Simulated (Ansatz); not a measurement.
Geometry optimisation, Ansatz, UKS r2SCAN-D4/cc-pVDZ.

The input (input.yaml):

```yaml
crystal:
  periodic: [false, false, false]
  atoms:
    - { symbol: B, position_ang: [0.0, 0.0, 0.0] }
    - { symbol: H, position_ang: [0.0, 0.0, 1.44] }
    - { symbol: H, position_ang: [1.0305, 0.0, -0.595] }
    - { symbol: H, position_ang: [-1.0305, 0.0, -0.595] }
    - { symbol: Cl, position_ang: [0.0, 0.0, 3.11] }
magnetization:
  spin_polarized: true
  initial_magnetization: 1
basis:
  gaussian: { orbitals: cc-pVDZ }
hamiltonian:
  xc: r2scan
  dispersion: d4
relax:
  f_tol: 0.15
  max_steps: 25
  restrain:
    - { distance: [1, 4], at: 1.37, k: 30.0 }
    - { distance: [0, 1], at: 2.39, k: 30.0 }
```

Run as:

```bash
$ ansatz run input.yaml --threads 1 --pin off --max-ram 2048MiB --backend cpu --events-out ev --progress --plain --runs-dir out
```

Task: Where does it end, and by what steps?

Result: The run converged. The restraints hold the end off the free minimum; the threshold counts their pulls, which the force column leaves out. Restrained pairs: H2–Cl5 (1.67 → 1.34 Å), B1–H2 (1.44 → 2.38 Å). After 5 steps the energy has risen by 0.095 eV (the restraints' own energy left out); H2 moved furthest, 0.59 Å.

```tsv
step	energy less start (eV)	largest force component (eV/Å)	accepted
0	0.0000	0.653	yes
1	0.0992	1.431	yes
2	0.1873	1.490	yes
3	0.1625	0.817	yes
4	0.0970	0.813	yes
5	0.0947	0.772	yes
```

```xyz
5
Properties=species:S:1:pos:R:3
B 0.000 0.000 -0.358
H 0.000 0.000 2.025
H 1.100 0.000 -0.838
H -1.100 0.000 -0.838
Cl 0.000 0.000 3.369
```

The run took 8.8 s on 1 thread of AMD EPYC 9R45 96-Core Processor (Zen 5) (shared host), peak memory 0.16 GiB.
